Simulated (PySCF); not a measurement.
Ionising Cl₂

PBE; Cl def2-TZVPPD; no relativity (PySCF 2.14). Neutral (UKS): singlet (closed shell), Re = 2.006 Å, ωe = 543 cm⁻¹, De = 2.85 eV, HOMO -7.35 eV, LUMO -4.39 eV.

Cl₂⁺ (UKS): doublet (π ↑), Re = 1.914 Å, ωe = 625 cm⁻¹, De = 4.69 eV to Cl⁺ + Cl. The energies at the minima are -920.02340 hartree for Cl2 and -919.61412 for Cl₂⁺.

(1) Work out the adiabatic ionisation energy, without and with harmonic zero-point energies (1 hartree = 27.2114 eV, 1 eV = 8065.5 cm⁻¹), and the change of the bond length.

Cl₂⁻ (UKS): doublet (σ ↑), Re = 2.688 Å, ωe = 195 cm⁻¹, De = 1.77 eV to Cl + Cl⁻. The energies at the minima are -920.02340 hartree for Cl2 and -920.11803 for Cl₂⁻.

(2) Work out the adiabatic electron affinity, without and with harmonic zero-point energies (1 hartree = 27.2114 eV, 1 eV = 8065.5 cm⁻¹), and the change of the bond length.

States were picked by a PBE0 search and need not be the measured ground states.

Results:

(1) At PBE: 0.40928 hartree = 11.137 eV between the minima; the zero-point term (625.0 − 543.0)/2 cm⁻¹ = +0.005 eV makes it 11.142 eV. Re changes by -9.2 pm against the neutral. Minus the HOMO energy is 7.35 eV, -3.79 eV from the value between the minima; self-interaction puts the Kohn–Sham level too high, less so with exact exchange. The electron leaves a π orbital, and the shorter bond of the ion fits an antibonding orbital, or a change in how ionic the bond is.

(2) At PBE: 0.09463 hartree = 2.575 eV between the minima; the zero-point term (543.0 − 195.0)/2 cm⁻¹ = +0.022 eV makes it 2.597 eV. Re changes by +68.2 pm against the neutral. The electron enters a σ orbital, and the ion is left as a loose complex of an ion and an atom.
